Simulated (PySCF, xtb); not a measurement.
HO, SMILES [OH-], charge -1.

GFN2-xTB (xtb) at its own geometry gives an orbital gap of 13.23 eV.

Geometry: PBE0-D3(BJ)/def2-TZVPD.

Question: What does PySCF with B3LYP/def2-TZVPD give? (An estimate is asked for; the answer gives what the named calculation found.)

Answer: gap 4.61 eV (levels 0.94 and 5.55 eV).
